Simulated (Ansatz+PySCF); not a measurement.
singlet H₂O: levels of theory in one basis

```yaml
atoms:
  - { symbol: O, position_ang: [0.0000, 0.0000, -0.2214] }
  - { symbol: H, position_ang: [0.0000, 1.3952, 0.8855] }
  - { symbol: H, position_ang: [0.0000, -1.3952, 0.8855] }
```

Basis set: 6-31G (spherical functions). Left uncorrelated: 1 orbital. Charge 0, multiplicity 1.

Computed with Ansatz (development build ahead of 0.2.0) and PySCF 2.14.0; each method stands on the lowest determinant of its kind that the runs found.

```csv
method,E − E(RHF) (eV),<S²> of the determinant
RHF,0.00,–
UHF,-3.89,1.65
UHF-MP2,-5.59,1.65
RHF-CCSD,-6.83,–
UHF-CCSD,-6.72,1.65
RHF-CCSD(T),-7.12,–
UHF-CCSD(T),-6.86,1.65
full CI (lowest root of this spin),-7.09,–
```

What does RHF-MP2 give on the same scale?

-6.10 eV.

At such a shape the full CI root can have another spatial symmetry than the determinants, so the rows needn't describe one state.

Is a single determinant a sound starting point here?

It is doubtful. Unrestricted orbitals lower Hartree–Fock by 3.89 eV and <S²> is 1.65 where a pure state has 0.00, a sign of strong static correlation.

Caution for RHF, RHF-MP2, RHF-CCSD, RHF-CCSD(T): an unrestricted determinant lies well below. Caution for UHF, UHF-MP2, UHF-CCSD, UHF-CCSD(T): the unrestricted determinant is a mixture of spin states. Caution for RHF-MP2, UHF-MP2, RHF-CCSD, UHF-CCSD, RHF-CCSD(T), UHF-CCSD(T): large amplitudes, a single reference is doubtful. Caution for UHF-MP2, UHF-CCSD, UHF-CCSD(T): a plain start can end on a higher determinant. Caution for UHF-MP2, UHF-CCSD(T): another reference gives a lower total. Caution for UHF-CCSD, UHF-CCSD(T): the program doubts this total.
